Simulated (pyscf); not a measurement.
Single points on ωB97X-D3(BJ)/def2-SVP structures (PySCF, gas phase). Correlated levels are frozen-core, on RHF or UHF. ΔMP2 is the change of the MP2 total energy from the triple- to the quadruple-zeta basis.

Question: PBE/def2-TZVP puts the barrier of GeH₄ + O [triplet] -> GeH₃• + OH• (hydrogen abstraction; triplet surface; Ge–H broken, H–O formed) at -0.38 eV and the reaction energy at -0.97 eV, from the separated reactants. What do B3LYP-D3(BJ)/def2-TZVP, PBE0-D3(BJ)/def2-TZVP, CCSD(T)/def2-TZVPP + ΔMP2(QZVPP) give on the same structures?

Answer: B3LYP-D3(BJ): ΔE‡ = -0.11 eV, ΔE = -0.76 eV; PBE0-D3(BJ): ΔE‡ = -0.07 eV, ΔE = -0.76 eV; CCSD(T): ΔE‡ = 0.22 eV, ΔE = -0.66 eV. PBE's barrier lies under all of them, by 0.27 to 0.60 eV. Its reaction energy lies under all of them, by 0.20 to 0.31 eV. At PBE, B3LYP-D3(BJ), PBE0-D3(BJ) this geometry lies under the reactants; that is no barrier but a single point on another level's saddle; such a level's own saddle, if it has one, lies nearer that side and is low. GeH₃• + OH• also meet on a surface of lower spin, which isn't treated here. One saddle was located; it need not be the lowest between these sides. The angle at the transferred H is 133°. The CCSD(T) − MP2 part came from Ansatz, without density fitting, on the same reference. The frozen core leaves the outer d or s,p core shells of the metals and heavy elements correlated in the MP2 and CC values, and def2-TZVPP describes them poorly, which can shift differences by a few kcal/mol. Left out: the spin-orbit lowering of OH, O. Elements up to Kr have no core potential and no relativistic terms here.
